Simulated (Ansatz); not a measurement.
**1T (CdI2-type) TiS2: elastic constant C11 by level of theory**

No measured value is used here.

```csv
level (code),value (GPa),cell (Å³/atom)
LDA (Ansatz),154,17.27
PBE (Ansatz),114,22.15
PBE-D3(BJ) (Ansatz),145,18.01
PBE-D4 (Ansatz),[?],18.56
```

Task: Some entries are withheld; supply them.

Result: 
- PBE-D4 (Ansatz, an electronic-structure program), value (GPa): 142

LDA: LDA has no dispersion term either, though it tends to give short spacings of layers, chains or molecules. PBE: the cell comes from a level without a dispersion term, which matters for the spacing of layers, chains or molecules. PBE-D3(BJ), PBE-D4: the dispersion coefficients are held fixed in the derivatives. Each level is taken at its own relaxed cell. Ansatz's density-functional and Hartree–Fock values are scalar-relativistic unless marked +SOC, with PAW data made under PBE.
